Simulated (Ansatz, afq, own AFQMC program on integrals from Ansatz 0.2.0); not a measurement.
**Atomization energy of BNH₂, triplet, worked out**

```xyz
4

B     0.0000    0.0000    0.8588
N     0.0000    0.0000   -0.5086
H     0.0000   -0.8409   -1.0720
H     0.0000    0.8409   -1.0720
```

Connectivity, by distances: B–NH2.

Basis cc-pVDZ. Only valence electrons are correlated. AFQMC by an in-house program on the Cholesky factors that Ansatz 0.2.0 writes for its CCSD(T) run. The CISD trial takes its coefficients from CCSD amplitudes. Released means that phaseless walkers are propagated on without the constraint, phases kept. Error bars are statistical, one sigma.

Total energies in eV. CBS is CCSD(T) at the limit of def2-TZVPP/QZVPP (extrapolated itself); the highest rung of each member is named.

Cautions: BNH₂ (triplet): another spin lies lower.

```csv
member,count,CCSD(T)/cc-pVDZ,highest rung in cc-pVDZ,which,CCSD(T)/CBS
B (doublet),+1,-669.1119,-669.1218,FCI,-669.4648
N (quartet),+1,-1482.4355,-1482.4402,FCI,-1483.8573
H (doublet),+2,-13.5861,-13.5861,FCI,-13.6059
"BNH₂, triplet",-1,-2189.0004,-2189.0322,CCSDT(Q),-2192.0650
```

Question: Work out the best estimate of the atomization energy: the CCSD(T)/CBS difference plus the step from CCSD(T) to the highest rung.

Answer: Sums with the counts: CCSD(T)/CBS 11.5311 eV, highest rung 10.2980 eV, CCSD(T)/cc-pVDZ 10.2808 eV. The step is 10.2980 − 10.2808 = 0.0172 eV, so the best estimate is 11.5311 + (0.0172) = 11.5483 eV = 1114.2 kJ/mol. The basis set is worth 1.250 eV of it. Zero-point, core-correlation and spin–orbit terms aren't in it.

Best estimates are given only where the step beyond CCSD(T) is under 0.3 eV and no member's determinant is very poor (T1 over 0.05, or 0.07 for open shells, ⟨S²⟩ too high by 0.3, two states mixed), so the hardest cases are missing from such tables.

CCSDT and higher add their correlation energy to the determinant of the CCSD(T) run, since their own runs factorise the integrals more tightly (a shift of under 2 meV). Each member of a difference takes its own highest rung, so a best estimate needn't equal the limit plus the step of one row.
